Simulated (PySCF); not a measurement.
## NaSi: energy against distance

Set-up: PySCF, spin-free X2C with a Gaussian nucleus, basis sets Na x2c-TZVPPall, Si x2c-TZVPPall. Energies in eV from Na + Si in their ground configurations at the same level. State: ⁴Σ⁻ (quartet), unpaired electrons σ ↑, π ↑↑.

All columns are PBE0. A positive dipole means Na(−)Si(+).

```csv
R (Å),E (eV),μ (D),Mulliken charge on Na (basis-dependent),HOMO (eV),LUMO (eV),Mayer bond order,⟨S²⟩
2.324,-1.107,-6.19,0.56,-4.59,-1.77,0.82,3.75
2.432,-1.284,-6.47,0.52,-4.49,-1.82,0.86,3.75
2.540,-1.382,-6.74,0.48,-4.41,-1.86,0.88,3.75
2.621,-1.416,-6.94,0.46,-4.35,-1.89,0.89,3.75
2.702,-1.425,-7.13,0.45,-4.30,-1.91,0.89,3.75
2.783,-1.415,-7.31,0.44,-4.25,-1.94,0.88,3.75
2.891,-1.377,-7.53,0.43,-4.19,-1.97,0.87,3.75
3.026,-1.306,-7.78,0.43,-4.14,-2.00,0.84,3.75
3.188,-1.198,-8.01,0.42,-4.09,-2.04,0.80,3.75
3.405,-1.041,-8.20,0.41,-4.05,-2.16,0.75,3.75
```

A fit through these points gives, at Re = 2.695 Å, μ = -7.11 D and dμ/dR = -2.29 D/Å; the reduced mass is 12.62 u.

Q: How strong is the fundamental in the double-harmonic approximation, I = 42.26·(dμ/dR)²/μred km/mol?

A: I = 42.26·(-2.29)²/12.62 = 17.6 km/mol at PBE0.

The state is the lowest determinant that a PBE0 search found; another state may lie lower at other levels.
